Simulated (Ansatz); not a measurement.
Ansatz (a first-principles code) input (PBE/6-311++G(3df,3pd)): A basis named .json is the Basis Set Exchange file of that set (core-valence sets with the plain set on hydrogen).

Ansatz 0.2 input:
```yaml
crystal:
  periodic: [false, false, false]
  atoms:
    - {symbol: C, position_ang: [-0.00105023, -0.00044593, 0.21807837]}
    - {symbol: C, position_ang: [-0.00682676, -0.00289863, 1.41756777]}
    - {symbol: C, position_ang: [0.00595226, 0.00252732, -1.23597935]}
    - {symbol: H, position_ang: [-0.01194066, -0.00506999, 2.47946412]}
    - {symbol: H, position_ang: [0.01516829, 1.02317495, -1.62370089]}
    - {symbol: H, position_ang: [0.88736845, -0.51296496, -1.62264162]}
    - {symbol: H, position_ang: [-0.87904773, -0.50023658, -1.63112234]}
basis:
  gaussian:
    orbitals: 6-311++G_3df_3pd_.json
hamiltonian:
  xc: {name: PBE}
output: {forces: true}
magnetization: {spin_polarized: false}
```

Output:

```
Functional definition: PBE
integrals: 0.07 GiB planned
815 factors; their error is unknown
mean field: 0.67 GiB planned
mean field evaluation 1: about -3159.8146 eV, gradient 6.8e1 eV
mean field evaluation 2: about -3145.2790 eV, gradient 9.6e1 eV
mean field evaluation 4: about -3170.2968 eV, gradient 1.7e1 eV
mean field evaluation 8: about -3170.9538 eV, gradient 2.1e-1 eV
mean field evaluation 16: about -3170.9538 eV, gradient 6.3e-6 eV
mean field -3170.95381020 eV, -116.5304031752 hartree, gradient 6.3e-6 eV, S^2 0.000000; 0 other end points of the search recorded, 0 dependent functions left out
the calculation of the forces begins
reference -3170.95386967 eV, -116.5304053606 hartree; 11, 11 occupied and 178, 178 virtual orbitals, 815 factors
Total energy: -3170.95386967 eV, -116.5304053606 hartree
Atom 0 at    -0.001050    -0.000446     0.218078 Å, force     0.005431     0.002306    -1.127213 eV/Å
Atom 1 at    -0.006827    -0.002899     1.417568 Å, force    -0.004110    -0.001745     0.853271 eV/Å
Atom 2 at     0.005952     0.002527    -1.235979 Å, force    -0.001340    -0.000570     0.277086 eV/Å
Atom 3 at    -0.011941    -0.005070     2.479464 Å, force    -0.001382    -0.000587     0.287061 eV/Å
Atom 4 at     0.015168     1.023175    -1.623701 Å, force     0.002063     0.221968    -0.096274 eV/Å
Atom 5 at     0.887368    -0.512965    -1.622642 Å, force     0.191725    -0.112070    -0.096044 eV/Å
Atom 6 at    -0.879048    -0.500237    -1.631122 Å, force    -0.192387    -0.109302    -0.097887 eV/Å
Dipole moment:     0.000883     0.000375    -0.183324 e Å
```
